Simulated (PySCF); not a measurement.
**Atomic charges against the basis set**

Species: H6NPSi.
Structure used (PBE0-D3(BJ)/def2-SVP), in Å, numbered top down from 1:
```
atom  x, y, z in Å
N1    -1.4209    0.7627   -0.2294
Si2   -0.2275   -0.3562    0.3374
P3     1.6467    0.0589   -0.8586
H4    -1.6154    0.8159   -1.2237
H5    -2.2706    0.8959    0.3083
H6    -0.0895   -0.1323    1.8086
H7    -0.5116   -1.8183    0.1311
H8     2.4169   -0.9281   -0.1694
H9     2.0803    1.1352   -0.0267
```

PBE0 throughout (PySCF), one geometry, spherical d and f functions. Geometry: PBE0-D3(BJ)/def2-SVP, one conformer, isolated molecule. Atoms taken as equivalent share a column and are averaged.

Mulliken charges (e):

| basis | functions | N1 | Si2 | P3 | H4/H5 | H6/H7 | H8/H9 |
| --- | --- | --- | --- | --- | --- | --- | --- |
| STO-3G | 29 | -0.588 | +0.558 | +0.127 | +0.167 | -0.132 | -0.083 |
| 6-31G | 47 | -0.999 | +0.704 | -0.162 | +0.339 | -0.112 | +0.002 |
| pcSseg-0 | 47 | -1.045 | +0.711 | -0.389 | +0.328 | -0.065 | +0.099 |
| 6-31G* | 62 | -0.920 | +0.523 | -0.242 | +0.356 | -0.080 | +0.044 |
| cc-pVDZ | 80 | -0.308 | +0.296 | -0.159 | +0.114 | -0.066 | +0.037 |
| def2-SVP | 80 | -0.413 | +0.417 | -0.153 | +0.142 | -0.086 | +0.020 |
| aug-cc-pVDZ | 131 | -0.289 | +0.100 | -1.005 | -0.039 | +0.235 | +0.401 |
| 6-311+G(2d,p) | 133 | -0.779 | +0.522 | -0.231 | +0.234 | -0.068 | +0.077 |
| def2-TZVP | 141 | -0.631 | +0.310 | -0.269 | +0.243 | -0.036 | +0.088 |
| cc-pVTZ | 182 | -0.352 | +0.268 | -0.176 | +0.145 | -0.055 | +0.041 |
| IGLO-III | 183 | -0.666 | +0.767 | -0.080 | +0.200 | -0.171 | -0.040 |

IAO charges (e):

```tsv
basis	functions	N1	Si2	P3	H4/H5	H6/H7	H8/H9
STO-3G	29	-0.697	+0.657	+0.025	+0.193	-0.134	-0.052
6-31G	47	-0.806	+0.582	-0.144	+0.270	-0.103	+0.018
pcSseg-0	47	-0.777	+0.577	-0.169	+0.256	-0.101	+0.029
6-31G*	62	-0.829	+0.705	-0.120	+0.265	-0.140	-0.003
cc-pVDZ	80	-0.823	+0.702	-0.129	+0.263	-0.140	+0.002
def2-SVP	80	-0.814	+0.713	-0.122	+0.259	-0.145	-0.001
aug-cc-pVDZ	131	-0.857	+0.707	-0.137	+0.274	-0.137	+0.007
6-311+G(2d,p)	133	-0.868	+0.735	-0.125	+0.275	-0.145	0.000
def2-TZVP	141	-0.866	+0.746	-0.127	+0.273	-0.149	-0.001
cc-pVTZ	182	-0.859	+0.733	-0.133	+0.273	-0.145	+0.002
IGLO-III	183	-0.870	+0.741	-0.123	+0.275	-0.147	-0.001
```

Hirshfeld charges (e):

```
        basis  functions      N1     Si2      P3   H4/H5   H6/H7   H8/H9
       STO-3G         29  -0.321  +0.371  +0.057  +0.089  -0.096  -0.047
        6-31G         47  -0.320  +0.295  -0.043  +0.120  -0.082  -0.004
     pcSseg-0         47  -0.322  +0.322  -0.033  +0.117  -0.091  -0.010
       6-31G*         62  -0.306  +0.279  -0.046  +0.123  -0.085  -0.002
      cc-pVDZ         80  -0.307  +0.296  -0.028  +0.120  -0.092  -0.009
     def2-SVP         80  -0.311  +0.302  -0.023  +0.120  -0.093  -0.010
  aug-cc-pVDZ        131  -0.324  +0.306  -0.026  +0.117  -0.086  -0.009
6-311+G(2d,p)        133  -0.319  +0.303  -0.024  +0.117  -0.087  -0.010
    def2-TZVP        141  -0.320  +0.299  -0.028  +0.120  -0.087  -0.008
      cc-pVTZ        182  -0.319  +0.300  -0.029  +0.120  -0.088  -0.009
     IGLO-III        183  -0.323  +0.298  -0.018  +0.117  -0.086  -0.009
```

ESP-fitted charges (e):

```csv
basis,functions,N1,Si2,P3,H4/H5,H6/H7,H8/H9
STO-3G,29,-0.864,+0.680,-0.250,+0.302,-0.140,+0.056
6-31G,47,-1.079,+0.702,-0.454,+0.417,-0.139,+0.137
pcSseg-0,47,-1.057,+0.822,-0.529,+0.398,-0.173,+0.157
6-31G*,62,-0.904,+0.563,-0.348,+0.366,-0.125,+0.103
cc-pVDZ,80,-0.795,+0.512,-0.293,+0.326,-0.123,+0.085
def2-SVP,80,-0.833,+0.572,-0.322,+0.336,-0.137,+0.093
aug-cc-pVDZ,131,-0.860,+0.553,-0.264,+0.339,-0.127,+0.073
"6-311+G(2d,p)",133,-0.901,+0.568,-0.268,+0.355,-0.130,+0.075
def2-TZVP,141,-0.883,+0.557,-0.263,+0.352,-0.131,+0.073
cc-pVTZ,182,-0.833,+0.545,-0.267,+0.334,-0.131,+0.074
IGLO-III,183,-0.871,+0.529,-0.236,+0.346,-0.123,+0.065
```

Some averages cover members that differ in this geometry, most widely: H6/H7, Mulliken in cc-pVTZ -0.072 to -0.039; H6/H7, IAO in cc-pVDZ -0.156 to -0.125; H6/H7, IAO in 6-31G* -0.155 to -0.125; H6/H7, IAO in aug-cc-pVDZ -0.152 to -0.122 e.

Problem. Which scheme is steadiest as the basis changes?

Solution. Largest range over the bases for any column: Hirshfeld 0.10 e, IAO 0.19 e, ESP-fitted 0.31 e, Mulliken 1.13 e. Hirshfeld charges move least and Mulliken charges most, counted in e. Without the minimal STO-3G basis the ranges are Hirshfeld 0.04, IAO 0.17, ESP-fitted 0.31, Mulliken 0.92 e.

Problem. How much do the charges still move between the two largest bases, cc-pVTZ and IGLO-III?

Solution. At most, over all atoms: Mulliken 0.499 e, IAO 0.011 e, Hirshfeld 0.011 e, ESP-fitted 0.038 e.

Problem. What do the same runs give for the total energy, the frontier levels and the dipole moment?

Solution. 
| basis | energy (Eh) | HOMO (eV) | LUMO (eV) | μ (D) |
| --- | --- | --- | --- | --- |
| STO-3G | -680.9493 | -3.49 | 6.24 | 1.03 |
| 6-31G | -688.7742 | -6.93 | 0.56 | 1.75 |
| pcSseg-0 | -687.9998 | -7.01 | 0.55 | 1.85 |
| 6-31G* | -688.8583 | -7.04 | 0.59 | 1.55 |
| cc-pVDZ | -688.9027 | -7.03 | 0.67 | 1.40 |
| def2-SVP | -688.6643 | -7.08 | 0.68 | 1.42 |
| aug-cc-pVDZ | -688.9159 | -7.24 | -0.37 | 1.25 |
| 6-311+G(2d,p) | -688.9493 | -7.27 | -0.23 | 1.27 |
| def2-TZVP | -688.9556 | -7.23 | 0.18 | 1.34 |
| cc-pVTZ | -688.9593 | -7.20 | 0.29 | 1.34 |
| IGLO-III | -688.9570 | -7.22 | 0.13 | 1.22 |

The dipole is fixed by the density alone, so its range of 0.82 D shows that the density itself changes with the basis, not only its division among atoms.
